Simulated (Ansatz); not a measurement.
Energy needed to pull apart CH$_{5}$NS (SMILES NCS), closed shell, into free ground-state atoms, from the structure below (displaced at random from a GFN2-xTB minimum); no zero-point or spin–orbit terms; open-shell atoms are treated unrestricted, in their ground-state multiplicity.

N1  (-0.729, 0.666, -0.058)
C2  (0.497, 0.179, -0.051)
S3  (0.648, -1.226, 1.117)
H4  (-0.874, 1.710, -0.482)
H5  (-1.365, 0.120, -0.717)
H6  (1.152, 0.890, 0.387)
H7  (0.898, -0.289, -1.013)
H8  (-0.314, -1.988, 0.715)
(Å)

Ansatz 0.2.0; basis: def2-TZVPP; cores frozen in the correlated methods.

| method | atomization energy (eV) |
| --- | --- |
| PBE-D4 | ? |
| revPBE-D4 | 26.88 |
| r2SCAN-D4 | 26.81 |
| B97M-V | 26.93 |
| PBE0-D4 | 26.96 |
| wB97M-V | 27.04 |
| HF | 18.06 |
| MP2 | ? |
| CCSD | 25.55 |
| CCSD(T) | 25.99 |

What does MP2 give? (Judge from chemistry; the value comes from the calculation.)

Computed: 26.20 eV, which is about 0.22 eV more than CCSD(T)/def2-TZVPP.

What does PBE-D4 give? (An estimate is asked for; the value comes from the calculation.)

By the calculation: 27.58 eV, which is about 1.59 eV more than CCSD(T)/def2-TZVPP.

In triple zeta the MP2 and coupled-cluster atomization energies are still short of their basis limit by a few kcal/mol a bond, whereas those of the functionals are nearly converged, so these differences are not deviations from converged CCSD(T).

The T1 diagnostic stays at or below 0.011.

For scale, one of the runs: CCSD(T)/def2-TZVPP forces, 174 basis functions (an equivalent command: `ansatz run in.yaml --threads 4`). Hardware: 4 CPU threads, shared host. Wall time 2.1 min; peak host memory 2.9 GiB.
